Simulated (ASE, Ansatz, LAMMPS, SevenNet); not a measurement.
**Transverse phonon frequency at X of fcc Al: levels of theory against measurement**

Reference value: 193 cm⁻¹ (measured, temperature not stated, not corrected to a static lattice; as tabulated in Savrasov and Savrasov (1996), arXiv:cond-mat/9604124).

### Question
Which of these levels comes closest to the reference?
(A) EMT (ASE)
(B) SevenNet-l3i5 (SevenNet)
(C) Lennard-Jones jacobson2022 (LAMMPS)
(D) r²SCAN (Ansatz, a first-principles code)

### Answer
A, EMT (ASE)

| level (code) | value (cm⁻¹) | cell (Å³/atom) | difference (%) |
|---|---|---|---|
| EMT (ASE) | 188 | 15.93 | -2.6 |
| Lennard-Jones jacobson2022 (LAMMPS) | 462 | 16.48 | +139 |
| SevenNet-l3i5 (SevenNet) | 170 | 16.47 | -11.9 |
| r²SCAN (Ansatz) | 222 | 15.90 | +15.0 |

Of these levels EMT (-2.6 %) comes nearest. Lennard-Jones jacobson2022 (+139 %) misses by most. Of these only EMT lands within 10 %.

The measured value isn't corrected to a static lattice, so vibrations enter the comparison.  Each level is taken at its own relaxed cell. Ansatz's density-functional and Hartree–Fock values are scalar-relativistic unless marked +SOC, with PAW data made under PBE.

Empirical potentials (EMT, Lennard-Jones jacobson2022) are fitted to chosen data, which need not cover the solid at hand: agreement can be built in, and what lay outside the fit can be far off. Machine-learned potentials (SevenNet-l3i5) are trained on DFT data, which may include these solids.

Differences are worked out from the printed values.
